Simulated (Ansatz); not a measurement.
Results of r²SCAN0 in Ansatz (plane waves, PAW) for bcc Cs.

Run with plane-wave cutoff 520 eV, 8×8×8 k mesh, Fermi–Dirac smearing 0.05 eV, scalar-relativistic PAW data made under PBE.

Computed at the level's own relaxed cell.

Task: Estimate the volume per atom, bulk modulus B0, equilibrium lattice constant a and pressure derivative B′ of the bulk modulus that the calculation returns.

Result: 
volume per atom: 126.10 Å³/atom
bulk modulus B0: 1.89 GPa
equilibrium lattice constant a: 6.318 Å
pressure derivative B′ of the bulk modulus: 3.8

Measured, for comparison: equilibrium volume per atom 110.12 Å³/atom, lattice constant a 6.039 Å (low-temperature or extrapolated to 0 K; zero-point anharmonic expansion removed; as tabulated in Csonka et al. (2009), arXiv:0903.4037); bulk modulus 2.11 GPa (corrected for temperature and zero-point phonon effects, our sources range from 2.11 to 2.35; as tabulated in Levämäki et al. (2014), arXiv:1402.3671). Computed (rounded) less measured: equilibrium volume per atom +14.5 %, bulk modulus -10 % (-10 % to -20 % over the range), lattice constant a +4.6 %.

Spin–orbit coupling is not included.

Static lattice: no zero-point or thermal effects.

Ansatz is a quantum-chemistry and plane-wave program.
